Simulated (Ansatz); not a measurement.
Start from `FC1CCCC1` and change one atom or group to get `OC1CCCC1`.

Ansatz, PBE0-D4/def2-TZVP geometries, multiplicity 1. Each molecule was computed in one conformer, which needn't be the lowest.

```json
{"property": "HOMO–LUMO gap (PBE0/def2-TZVPP) / eV", "`FC1CCCC1`": "9.92"}
{"property": "LUMO energy (ωB97M-V/def2-TZVPP) / eV", "`FC1CCCC1`": "2.52"}
{"property": "zero-point energy (PBE0-D4/def2-TZVP) / kJ/mol", "`FC1CCCC1`": "350.2"}
{"property": "HOMO–LUMO gap (PBE/def2-TZVPP) / eV", "`FC1CCCC1`": "7.55"}
{"property": "LUMO energy (PBE0/def2-TZVPP) / eV", "`FC1CCCC1`": "1.09"}
{"property": "HOMO energy (PBE/def2-TZVPP) / eV", "`FC1CCCC1`": "-7.27"}
```

Give the same properties after the change, and the shifts. (An estimate is asked.)

Ansatz gave: 
| property | `OC1CCCC1` | shift |
| --- | --- | --- |
| HOMO–LUMO gap (PBE0/def2-TZVPP) / eV | 8.43 | -1.49 |
| LUMO energy (ωB97M-V/def2-TZVPP) / eV | 2.30 | -0.22 |
| zero-point energy (PBE0-D4/def2-TZVP) / kJ/mol | 381.8 | 31.6 |
| HOMO–LUMO gap (PBE/def2-TZVPP) / eV | 5.98 | -1.57 |
| LUMO energy (PBE0/def2-TZVPP) / eV | 0.85 | -0.24 |
| HOMO energy (PBE/def2-TZVPP) / eV | -5.97 | 1.30 |

With PBE0 the HOMO rises by 1.25 eV and the LUMO falls by 0.24 eV, so the gap narrows by about 1.49 eV. PBE moves the HOMO by 1.30 eV and ωB97M-V by 1.19 eV. The zero-point energy changes by 31.6 kJ/mol with +3 modes.

Positive LUMOs are unbound, so they and the gaps depend on the basis.
